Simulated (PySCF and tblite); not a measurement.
The numbers below are computed, except where a source is named.
System: C4H10S2, numbered as in [CH3:1][CH:2]([CH3:3])[CH2:4][S:5][SH:6].

Motion: rotation about the S5–S6 bond (torsion C4–S5–S6–H from 92° to 265°, rising). GFN2-xTB gives an electronic barrier of 3.2 kcal/mol and a reaction energy of 0.1 kcal/mol.

PBE0/pcSseg-1 + D3(BJ), IEF-PCM acetonitrile on GFN2-xTB geometries gives 5.3 kcal/mol and k(298 K) = 8.9×10⁸ s⁻¹.

Question: What does PBE0/6-31G* + D3(BJ) give on GFN2-xTB geometries?

Answer: A barrier of 6.2 kcal/mol, 0.9 above the first DFT barrier (from unrounded values), a reaction energy of -0.2 kcal/mol and, with GFN2-xTB thermal terms, ΔG‡(298 K) = 6.2 kcal/mol and k = 1.9×10⁸ s⁻¹ (1 equivalent path).

Programs: tblite and PySCF.
